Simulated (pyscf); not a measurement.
This saddle point was located with ωB97X-D3(BJ)/def2-SVP in PySCF.

```
P
H 1 1.4171
H 1 1.5478 2 90.68
H 3 1.2406 1 107.89 2 -76.69
Si 4 1.8344 3 106.53 1 -25.92
H 5 1.4908 4 89.10 3 -89.69
H 5 1.4993 6 115.28 4 87.70
H 5 1.5141 6 104.95 4 -162.65
Ge 1 2.3492 2 98.10 3 145.53
H 9 1.5325 1 107.97 2 177.32
H 9 1.5346 10 110.44 1 119.24
H 9 1.5348 10 110.22 11 122.03
```
Charge 0, spin multiplicity 1.

Surface: singlet, charge 0. Lowest wavenumbers (cm⁻¹): 1615i, 64, 86, 148, 264.

### Question
Which two sides does it connect, and which bonds change?

### Answer
H₂P–GeH₃ + SiH₄ <-> H₃Si–PH–GeH₃ + H₂, a four-centre exchange read from left to right: H–P, H–Si broken and P–Si, H–H formed. At ωB97M-D3(BJ)/def2-TZVP it lies +2.70 eV from the left side and +2.70 eV from the right (each side as separated species at their lowest minima found). One saddle was located; it need not be the lowest between these sides. Elements up to Kr have no core potential and no relativistic terms here.
